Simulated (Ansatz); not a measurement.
Run this with Ansatz 0.2.0, Python API and show what comes out.

`c4h9fo_conformers.py`:
```python
"""Rank force-field conformers of C4H9FO by single points."""

from dataclasses import dataclass

import ansatz as az
from rdkit import Chem
from rdkit.Chem import AllChem


@dataclass
class Settings:
    basis: str = "cc-pVDZ"
    xc: str = "pbe0"


opts = Settings()

rd = Chem.AddHs(Chem.MolFromSmiles("COC(C)CF"))
ids = list(AllChem.EmbedMultipleConfs(rd, numConfs=20, randomSeed=9, pruneRmsThresh=0.4))
field = [energy for _, energy in AllChem.MMFFOptimizeMoleculeConfs(rd)]
distinct = {round(e, 2): i for i, e in zip(ids, field)}
chosen = sorted(distinct.items())[:3]
found = []
for force_field, index in chosen:
    mol = az.Crystal.molecule()
    for atom, xyz in zip(rd.GetAtoms(), rd.GetConformer(index).GetPositions()):
        mol = mol.atom(atom.GetSymbol(), xyz.round(5).tolist())
    setup = mol.calculation()
    setup = setup.basis(gaussian=opts.basis).functional(opts.xc)
    found.append(setup.run().report["free_energy_ev"])
print("conformer   MMFF (kcal/mol)   this level (kcal/mol)")
for (force_field, index), e in zip(chosen, found):
    print(f"{index:9d} {force_field - chosen[0][0]:17.2f} {23.060548 * (e - min(found)):17.3f}")
```

```console
$ python c4h9fo_conformers.py
conformer   MMFF (kcal/mol)   this level (kcal/mol)
        5              0.00             0.000
        3              1.68             0.214
        4              2.04             0.369
```

The conformers keep their force-field geometries. Finished in 17 s on 1 thread of Arm Neoverse V1, on a shared host, peak memory 0.38 GiB.
